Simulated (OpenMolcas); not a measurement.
**HNO3 (nitric acid): levels of theory compared**

We compute a comparison of 6 runs (HF/STO-3G, B3LYP/def2-SVPD, M06-L/def2-SVPD, PBE0/def2-SVPD, TPSS/def2-SVPD, CCSD(T)/def2-SVPD) of HNO3 (nitric acid). 

Program for the calculation: OpenMolcas 26.06.

## 1. The structure to begin with

The species is HNO3 (5 atoms), meant as a singlet with charge 0. SMILES: `O=[N+]([O-])O`. The shape is that of a PBE0-D4/def2-TZVP optimisation. This is one conformer, not always the lowest.

Bond lengths: O1–N2 1.186 Å, N2–O3 1.201 Å, N2–O4 1.385 Å, O4–H5 0.970 Å. Angles: O1–N2–O3 130.2°, O1–N2–O4 114.2°, O3–N2–O4 115.7°, N2–O4–H5 103.1°.

## 2. Energy and forces at HF/STO-3G (run 1)

run.inp reads:

```
* HNO3 Hartree-Fock
&GATEWAY
BasLib=$CurrDir
Coord
5
angstrom
O        1.317870      -0.315800       0.746500
N        0.253090      -0.279730       0.226190
O       -0.596440      -1.123960       0.141450
O       -0.044080       0.932950      -0.373960
H       -0.930440       0.786540      -0.740170
Basis=STO-3G
Group=NoSym
&SEWARD
&SCF
Thresholds=1e-10 1e-07 1e-07 1e-05
PrOrbitals=1 1
&ALASKA
```

The basis set STO-3G is read from a file made from the Basis Set Exchange's data (not shown).

Run with:

```bash
$ export MOLCAS_MEM=1860
$ pymolcas run.inp > run.log
```

Log:

```text
--- Start Module: gateway ---
[...]
--- Stop Module: gateway /rc=_RC_ALL_IS_WELL_ ---
[...]
      Basis functions           21
[...]
--- Start Module: scf ---
[...]
       Convergence after  14 Iterations
[...]
::    Total SCF energy                               -275.6438089012
[...]
      Total spin, S                                     0.0000000000
[...]
      Total electronic charge=   32.000000
      Total            charge=   -0.000000
[...]
      Dipole Moment (debye):
      Origin of the operator (angstrom)=    0.2134   -0.1783    0.1689
                   X= -1.5744E+00               Y=  1.0069E+00               Z= -1.1300E+00           Total=  2.1839E+00
      Quadrupole Moment (debye*angstrom):
[...]
--- Stop Module: scf /rc=_RC_ALL_IS_WELL_ ---
--- Start Module: alaska ---
[...]
 *              Molecular gradients               *
 **************************************************
  Irreducible representation: a
 ------------------------------------------------------------------------------------------
                              X                       Y                       Z
 ------------------------------------------------------------------------------------------
  O1               -1.53149951205847E-01    4.78015698445278E-03   -7.46733385711398E-02
  N2                3.84671402687229E-02   -6.24142453465699E-02    4.19075631828547E-02
  O3                1.06694988586321E-01    1.05658237173538E-01    1.07910754155937E-02
  O4               -2.31807791142826E-02   -5.82107830093239E-02    1.10009560961286E-02
  H5                3.11686014650983E-02    1.01866341978879E-02    1.09737438765769E-02
 ------------------------------------------------------------------------------------------
--- Stop Module: alaska /rc=_RC_ALL_IS_WELL_ ---
[...]
```

Run time: 3.3 s. Hardware: 1 thread of Arm Neoverse N1, shared host; peak memory 0.37 GiB.

## 3. Energy and forces at B3LYP/def2-SVPD (run 2)

mol.xyz reads:

```xyz
5

O      1.317870    -0.315800     0.746500
N      0.253090    -0.279730     0.226190
O     -0.596440    -1.123960     0.141450
O     -0.044080     0.932950    -0.373960
H     -0.930440     0.786540    -0.740170
```

calc.input reads:

```
* HNO3 Kohn-Sham DFT

&GATEWAY
 BASLIB
 $CurrDir
 COORD
 mol.xyz
 BASIS
 def2-SVPD
 GROUP
 NoSym

&SEWARD
 GRIDINPUT
 Grid=UltraFine
 End of Grid

&SCF
 KSDFT
 B3LYP
 THRESHOLDS
 1e-10 1e-07 1e-07 1e-05
 PRORBITALS
 1 2

&ALASKA
```

The basis set def2-SVPD is read from a file made from the Basis Set Exchange's data (not shown).

Run with:

```bash
$ export MOLCAS_MEM=1860
$ pymolcas calc.input > calc.log
```

Log:

```text
--- Start Module: gateway ---
[...]
--- Stop Module: gateway /rc=_RC_ALL_IS_WELL_ ---
[...]
      Basis functions           97
[...]
--- Start Module: scf ---
[...]
       Convergence after  16 Iterations
[...]
::    Total KS-DFT energy                            -280.6981471064
[...]
      Total spin, S                                     0.0000000000
[...]
      Total electronic charge=   32.000000
      Total            charge=   -0.000000
[...]
      Dipole Moment (debye):
      Origin of the operator (angstrom)=    0.2134   -0.1783    0.1689
                   X= -1.7033E+00               Y=  1.1201E+00               Z= -1.2341E+00           Total=  2.3831E+00
      Quadrupole Moment (debye*angstrom):
[...]
--- Stop Module: scf /rc=_RC_ALL_IS_WELL_ ---
[...]
--- Start Module: alaska ---
[...]
 *              Molecular gradients               *
 **************************************************
  Irreducible representation: a
 ------------------------------------------------------------------------------------------
                              X                       Y                       Z
 ------------------------------------------------------------------------------------------
  O1               -1.61809560673127E-02    1.91329320237377E-03   -8.41267471487228E-03
  N2                3.31149756730875E-04   -4.40518707153270E-03    1.80008369004381E-03
  O3                1.10970605375833E-02    1.19804827794656E-02    7.55222512064613E-04
  O4                1.14072175369273E-03   -7.49084726986737E-03    3.38125077893237E-03
  H5                3.61202401936911E-03   -1.99774164041356E-03    2.47611773380196E-03
 ------------------------------------------------------------------------------------------
--- Stop Module: alaska /rc=_RC_ALL_IS_WELL_ ---
[...]
```

It took 63 s on 1 thread of Arm Neoverse N1, shared host; peak memory 0.54 GiB.

Runs 3 to 5 aren't shown in full; the table further down has their settings and results.

## 4. The energy at CCSD(T)/def2-SVPD (Cholesky decomposition) (run 6)

struct.xyz reads:

```xyz
5

O      1.317870    -0.315800     0.746500
N      0.253090    -0.279730     0.226190
O     -0.596440    -1.123960     0.141450
O     -0.044080     0.932950    -0.373960
H     -0.930440     0.786540    -0.740170
```

job.input reads:

```
>>> EXPORT MOLCAS_PRINT=2
&gateway
baslib = $CurrDir
coord = struct.xyz
basis = def2-SVPD
group = NoSym
&seward
high
&scf
thresholds = 1e-10 1e-07 1e-07 1e-05
prorbitals = 0
&chcc
frozen = 4
threshold = 1e-08
maxiterations = 80
&cht3
frozen = 4
```

The basis set def2-SVPD is read from a file made from the Basis Set Exchange's data (not shown).

Run with:

```bash
$ export MOLCAS_MEM=1860
$ pymolcas job.input > job.log
```

Log:

```text
--- Start Module: gateway ---
[...]
--- Stop Module: gateway /rc=_RC_ALL_IS_WELL_ ---
[...]
      Basis functions           97
[...]
       Convergence after  16 Iterations
[...]
::    Total SCF energy                               -279.2436395045
[...]
      Total spin, S                                     0.0000000000
[...]
      Total electronic charge=   32.000000
      Total            charge=   -0.000000
[...]
      Dipole Moment (debye):
      Origin of the operator (angstrom)=    0.2134   -0.1783    0.1689
                   X= -1.8337E+00               Y=  1.3492E+00               Z= -1.3828E+00           Total=  2.6637E+00
      Quadrupole Moment (debye*angstrom):
[...]
--- Start Module: chcc ---
[...]
--- Stop Module: chcc /rc=_RC_ALL_IS_WELL_ ---
[...]
--- Start Module: cht3 ---
[...]
--- Stop Module: cht3 /rc=_RC_ALL_IS_WELL_ ---
[...]
```

Run time: 11 min. Hardware: 1 thread of Arm Neoverse N1, shared host; peak memory 0.17 GiB.

## 5. All runs side by side

```csv
run,level,integration grid,integral approximation,energy (Eh),dipole moment (D) of the reference,HOMO energy (eV),LUMO energy (eV),wall time
1,HF/STO-3G,–,none,-275.643809,2.18,-9.04,5.89,3.3 s
2,B3LYP/def2-SVPD,UltraFine,none,-280.698147,2.38,-9.43,-2.56,63 s
3,M06-L/def2-SVPD,UltraFine,none,-280.670481,2.34,-8.19,-3.02,85 s
4,PBE0/def2-SVPD,UltraFine,none,-280.411054,2.39,-9.71,-2.22,59 s
5,TPSS/def2-SVPD,UltraFine,none,-280.743465,2.31,-7.91,-3.12,93 s
6,CCSD(T)/def2-SVPD (Cholesky decomposition),–,CD high,-280.041271,2.66,-13.78,2.03,11 min
```

## 6. Results

| quantity | value |
| --- | --- |
| run 6: total energy | -280.04127 Eh |
| run 6: dipole moment (mean-field density) | 2.66 D |
| run 6: HOMO energy (Hartree–Fock orbitals) | -13.78 eV |
| run 6: LUMO energy (Hartree–Fock orbitals) | 2.03 eV |
| run 6: HOMO–LUMO gap (Hartree–Fock orbitals) | 15.81 eV |
| run 6: correlation energy (4 core orbitals frozen) | -797.6 mEh |
| run 6: (T) correction | -32.12 mEh |

**Reading.** Over runs 1, 2, 3, 4, 5 the dipole moment (its size) runs from 2.18 D (HF/STO-3G) to 2.39 D (PBE0/def2-SVPD). The two ends differ in method and basis. Over runs 1, 2, 3, 4, 5 the HOMO–LUMO gap runs from 4.79 eV (TPSS/def2-SVPD) to 14.92 eV (HF/STO-3G). Totals of different functionals can't be ranked against each other. In run 1 the basis is minimal, so the values are rough. All runs together took 16 min, the longest 11 min.
